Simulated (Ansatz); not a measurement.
in.yaml

```yaml
crystal:
  periodic: [false, false, false]
  atoms:
    - {symbol: B, position_ang: [0.000000, 0.000000, 0.000000]}
    - {symbol: O, position_ang: [0.000000, 0.000000, 1.200581]}
basis:
  gaussian: {orbitals: cc-pVTZ}
magnetization: {spin_polarized: true, initial_magnetization: 3}
correlation: {method: ccsdt_q, electrons: outside_noble_gas}
```

```sh
$ ansatz run in.yaml --threads 1 --pin off --events-out ev --progress --plain --max-ram 2393MiB
```

Output:

```
704 factors; integrals over basis functions are off by at most 1.7e-7 eV
mean field evaluation 1: about -2701.6811 eV, gradient 1.2e1 eV
mean field evaluation 2: about -2701.6859 eV, gradient 1.2e1 eV
mean field evaluation 4: about -2703.3729 eV, gradient 2.0e0 eV
mean field evaluation 8: about -2703.4422 eV, gradient 1.2e-3 eV
mean field evaluation 16: about -2704.0268 eV, gradient 7.8e-3 eV
mean field evaluation 32: about -2704.0185 eV, gradient 1.7e-1 eV
mean field evaluation 64: about -2704.0223 eV, gradient 1.6e-6 eV
mean field evaluation 96: about -2703.4422 eV, gradient 6.7e-6 eV
mean field evaluation 128: about -2704.0218 eV, gradient 2.6e-1 eV
mean field evaluation 160: about -2703.4422 eV, gradient 4.1e-2 eV
...
cycle  17  -6.86117788 eV  change    1.5e-4 eV  update   4.7e-5
cycle  18  -6.86126326 eV  change   -8.5e-5 eV  update   2.9e-5
cycle  19  -6.86127877 eV  change   -1.6e-5 eV  update   1.4e-5
cycle  20  -6.86132606 eV  change   -4.7e-5 eV  update   7.1e-6
cycle  21  -6.86133166 eV  change   -5.6e-6 eV  update   2.9e-6
cycle  22  -6.86133151 eV  change    1.5e-7 eV  update   1.8e-6
cycle  23  -6.86133496 eV  change   -3.4e-6 eV  update   9.7e-7
cycle  24  -6.86133645 eV  change   -1.5e-6 eV  update   4.6e-7
cycle  25  -6.86133760 eV  change   -1.1e-6 eV  update   2.6e-7
cycle  26  -6.86133770 eV  change   -1.0e-7 eV  update   1.5e-7
perturbative correction -0.08718251 eV, -0.0032038980 hartree
WARN: these amplitudes may be one of several solutions (largest doubles amplitude 0.69, level shift 0.00 eV)
Total energy: -2710.97085069 eV, -99.6263412007 hartree
```

Ran on 1 thread of Arm Neoverse V2, shared host: 66 s wall, 0.63 GiB peak host memory.
